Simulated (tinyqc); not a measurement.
Geometry optimisation on the RHF/sto-6g surface (energies and gradients from PySCF), for H3O+, spin multiplicity 1, step by step. Computed by tinyqc, a small Python program that keeps every step (integrals from PySCF). Settings: charge = 1, multiplicity = 1, basis = sto-6g, optimiser = bfgs, first Hessian = 0.3, largest step = 0.5, iteration cap = 30. Command: `OMP_NUM_THREADS=1 python tinyqc.py 29171 29172 out.jsonl` (the two numbers bound the seeds that draw the settings). One thread of a shared host (Intel(R) Xeon(R) Processor @ 2.60GHz), about 2 s of CPU time with the checks.

## Step 1: energy and gradient

positions at the start (bohr):
```
            x          y         z
1O  -0.105825   0.170075  0.247554
2H   1.893506  -0.096376  0.056692
3H  -0.873053   1.562804  0.003779
4H  -0.908958  -1.649731  0.062361
```

Self-consistent energy and analytic gradient at these positions.

energy = -75.99538577 hartree

gradient (hartree/bohr):
```
              x            y            z
1O  -0.19325086   0.32662180  -0.03133488
2H   0.08080016  -0.03537771  -0.00700012
3H   0.11881210  -0.21323131   0.04391461
4H  -0.00636140  -0.07801278  -0.00557961
```

## Step 1: move

Quasi-Newton step p = -H^(-1) g (first H = 0.3 times the unit matrix); steps longer than 0.5 bohr are cut back (factor 0.319 here).

positions after step 1 (bohr):
```
            x          y          z
1O   0.099944  -0.177703   0.280919
2H   1.807472  -0.058707   0.064145
3H  -0.999561   1.789846  -0.042980
4H  -0.902185  -1.566665   0.068302
```

## Step 2: energy and gradient

As before.

energy = -75.98765471 hartree

gradient (hartree/bohr):
```
              x            y            z
1O   0.13147450  -0.23419558  -0.01352291
2H  -0.10570803   0.01201301   0.01761999
3H  -0.07080277   0.12628841  -0.02135693
4H   0.04503629   0.09589416   0.01725985
```

## Step 2: move

inverse Hessian in use (bohr^2/hartree):
```
            1          2          3          4          5          6          7          8
1    2.896259   0.759294  -0.011055   0.269850  -0.059317  -0.037906   0.251499  -0.450024
2    0.759294   2.015242   0.022021  -0.464689   0.104021   0.064812  -0.437720   0.783308
3   -0.011055   0.022021   3.341239   0.018746   0.001332  -0.003980   0.004005  -0.006971
4    0.269850  -0.464689   0.018746   3.184087   0.040747   0.019004  -0.158707   0.284270
5   -0.059317   0.104021   0.001332   0.040747   3.326263  -0.006190   0.033317  -0.059548
6   -0.037906   0.064812  -0.003980   0.019004  -0.006190   3.331161   0.022681  -0.040657
7    0.251499  -0.437720   0.004005  -0.158707   0.033317   0.022681   3.189295   0.257681
8   -0.450024   0.783308  -0.006971   0.284270  -0.059548  -0.040657   0.257681   2.872354
9    0.084695  -0.147823   0.000141  -0.055206   0.010802   0.008084  -0.048159   0.086126
10  -0.084275   0.143115  -0.011696   0.038104  -0.014747  -0.003779   0.051246  -0.091927
11  -0.249953   0.430763  -0.016383   0.139671  -0.037403  -0.017965   0.146723  -0.262781
12  -0.035734   0.060990  -0.004067   0.017456  -0.005944  -0.001932   0.021472  -0.038498

            9         10         11         12
1    0.084695  -0.084275  -0.249953  -0.035734
2   -0.147823   0.143115   0.430763   0.060990
3    0.000141  -0.011696  -0.016383  -0.004067
4   -0.055206   0.038104   0.139671   0.017456
5    0.010802  -0.014747  -0.037403  -0.005944
6    0.008084  -0.003779  -0.017965  -0.001932
7   -0.048159   0.051246   0.146723   0.021472
8    0.086126  -0.091927  -0.262781  -0.038498
9    3.317411   0.018669   0.050895   0.007698
10   0.018669   3.328259  -0.036441  -0.003194
11   0.050895  -0.036441   3.202755  -0.016548
12   0.007698  -0.003194  -0.016548   3.331634
```

Quasi-Newton step p = -H^(-1) g (the inverse Hessian comes from BFGS updates; coordinates in the order x, y, z of each atom); steps longer than 0.5 bohr are cut back.

positions after step 2 (bohr):
```
            x          y          z
1O   0.031569  -0.038662   0.338083
2H   1.935451  -0.047608   0.036481
3H  -0.977170   1.751190  -0.044131
4H  -0.984181  -1.678148   0.039953
```

## Step 3: energy and gradient

As before.

energy = -76.02505241 hartree

gradient (hartree/bohr):
```
              x            y            z
1O   0.04312542  -0.05182948   0.01874855
2H   0.03678066   0.00295412  -0.00066408
3H  -0.05076143   0.08823156  -0.01531964
4H  -0.02914465  -0.03935621  -0.00276482
```

## Step 3: move

inverse Hessian in use (bohr^2/hartree):
```
            1          2          3          4          5          6          7          8
1    3.029637   0.572684  -0.025853   0.274788  -0.074689  -0.013259   0.117020  -0.218945
2    0.572684   2.222649  -0.018630  -0.633107   0.121544   0.048926  -0.191965   0.361246
3   -0.025853  -0.018630   3.272754  -0.166404  -0.001515   0.014544   0.084765  -0.145486
4    0.274788  -0.633107  -0.166404   2.698327   0.028193   0.075875   0.009630  -0.004314
5   -0.074689   0.121544  -0.001515   0.028193   3.327739  -0.007650   0.053090  -0.093508
6   -0.013259   0.048926   0.014544   0.075875  -0.007650   3.329271  -0.022128   0.036261
7    0.117020  -0.191965   0.084765   0.009630   0.053090  -0.022128   3.263070   0.130671
8   -0.218945   0.361246  -0.145486  -0.004314  -0.093508   0.036261   0.130671   3.091008
9    0.055310  -0.086643   0.026337   0.004083   0.015677  -0.004299  -0.040065   0.072135
10  -0.088112   0.252388   0.107492   0.350588  -0.006594  -0.040489  -0.056387   0.092588
11  -0.279050   0.627894   0.165632   0.609227  -0.022443  -0.077537   0.008204  -0.025413
12  -0.016199   0.056348   0.019699   0.086446  -0.006512  -0.006183  -0.022572   0.037090

            9         10         11         12
1    0.055310  -0.088112  -0.279050  -0.016199
2   -0.086643   0.252388   0.627894   0.056348
3    0.026337   0.107492   0.165632   0.019699
4    0.004083   0.350588   0.609227   0.086446
5    0.015677  -0.006594  -0.022443  -0.006512
6   -0.004299  -0.040489  -0.077537  -0.006183
7   -0.040065  -0.056387   0.008204  -0.022572
8    0.072135   0.092588  -0.025413   0.037090
9    3.316383  -0.019328  -0.001169  -0.005088
10  -0.019328   3.127244  -0.338381  -0.047675
11  -0.001169  -0.338381   2.753295  -0.086926
12  -0.005088  -0.047675  -0.086926   3.324905
```

As before.

positions after step 3 (bohr):
```
            x          y          z
1O  -0.066304   0.064426   0.310256
2H   1.829993  -0.038840   0.030122
3H  -0.842169   1.519356  -0.009916
4H  -0.915852  -1.558171   0.039924
```

## Convergence

Stop when the largest gradient component is below 3e-5 hartree/bohr. The inverse Hessian follows the BFGS update with s = step, y = change of gradient.

Course of the optimisation:
```
step   E (hartree)  largest gradient (hartree/bohr)
1     -75.99538577                         3.27e-01
2     -75.98765471                         2.34e-01
3     -76.02505241                         8.82e-02
4     -76.02714788                         1.45e-01
5     -76.04023477                         5.43e-02
6     -76.03440746                         9.84e-02
7     -76.04230589                         4.74e-03
8     -76.04243292                         4.21e-03
9     -76.04263297                         4.05e-03
10    -76.04264916                         1.14e-03
11    -76.04265183                         1.17e-04
12    -76.04265187                         4.35e-05
13    -76.04265187                         4.46e-06
```

Final distances (angstrom):
```
pair   distance
2H-1O  0.988372
3H-1O  0.988376
3H-2H  1.657401
4H-1O  0.988376
4H-2H  1.657397
4H-3H  1.657405
```

Converged in 13 steps.
